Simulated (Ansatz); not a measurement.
C$_{3}$H$_{3}$ClO, SMILES `C=C=C(O)Cl`, 8 atoms. Total charge 0; spin multiplicity 1. All runs use 2 threads of an Arm Neoverse V1 on a shared host. Correlated methods freeze the cores.

Problem. Give the basis size and wall time and peak host memory of each of these runs in Ansatz. RHF-CCSD(T)/def2-SVP energy; direct RPA on PBE orbitals/def2-TZVPP energy; RHF-CCSD(T)/def2-TZVPP energy; RKS BHLYP-D4/def2-TZVPP energy; RKS PBE0-D4/def2-TZVP frequencies; RKS B2PLYP (frozen core)/def2-TZVPP energy; RHF-MP2/def2-QZVPP energy; RKS ωB97M-V/def2-SVP energy; RKS PBE0-D4/def2-QZVPP energy; RKS PBE-D4/def2-TZVPP energy and forces; RKS ωB97M-V/def2-QZVPP energy; RKS PBE0-D4/def2-SVP energy. (Best estimate.)

Solution. The calculation gave: Other jobs shared the machine, so times are rough.

```
                                level                job  functions  wall time  peak host memory (GiB)
                 RKS PBE0-D4/def2-SVP             energy         89      1.1 s                    0.41
                RKS PBE-D4/def2-TZVPP  energy and forces        208        3 s                    0.23
              RKS BHLYP-D4/def2-TZVPP             energy        208      3.5 s                    0.43
                 RHF-CCSD(T)/def2-SVP             energy         89      4.4 s                    0.41
                 RKS ωB97M-V/def2-SVP             energy         89      4.8 s                    0.41
direct RPA on PBE orbitals/def2-TZVPP             energy        208        6 s                    0.41
  RKS B2PLYP (frozen core)/def2-TZVPP             energy        208      6.5 s                    0.45
               RKS PBE0-D4/def2-QZVPP             energy        388      8.5 s                       1
               RKS ωB97M-V/def2-QZVPP             energy        388       21 s                     1.2
                   RHF-MP2/def2-QZVPP             energy        388       24 s                     1.7
               RHF-CCSD(T)/def2-TZVPP             energy        208      110 s                     2.9
                RKS PBE0-D4/def2-TZVP        frequencies        179    2.3 min                    0.41
```
